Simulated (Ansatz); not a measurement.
Ansatz (a program for electronic structure) input:
A basis named .json is the Basis Set Exchange file of that set.

Ansatz 0.2 input:
```yaml
crystal:
  periodic: [false, false, false]
  atoms:
    - {symbol: O, position_ang: [1.15064415, 0.27323898, 0.38198658]}
    - {symbol: C, position_ang: [0.02389777, 0.31049500, -0.18794480]}
    - {symbol: H, position_ang: [-0.18242979, 1.19605197, -0.85698703]}
    - {symbol: C, position_ang: [-1.03824297, -0.56806862, -0.13806164]}
    - {symbol: H, position_ang: [-0.99655321, -1.47240569, 0.46326975]}
    - {symbol: H, position_ang: [-1.94009899, -0.36411639, -0.70613676]}
basis:
  gaussian:
    orbitals: aug-cc-pVTZ
    fitting: {mean_field: def2-universal-jkfit, correlation: aug-cc-pVTZ-RIFIT.json}
total_charge: -1
magnetization: {spin_polarized: false}
correlation: {method: mp2, electrons: outside_noble_gas}
```

Q: Which total energy does the run end on?

A: -152.96218 Eh (RI-MP2/aug-cc-pVTZ). The basis has 207 functions.

It need not be the lowest isomer of its formula. Whether it binds its extra electron was not tested at this geometry.
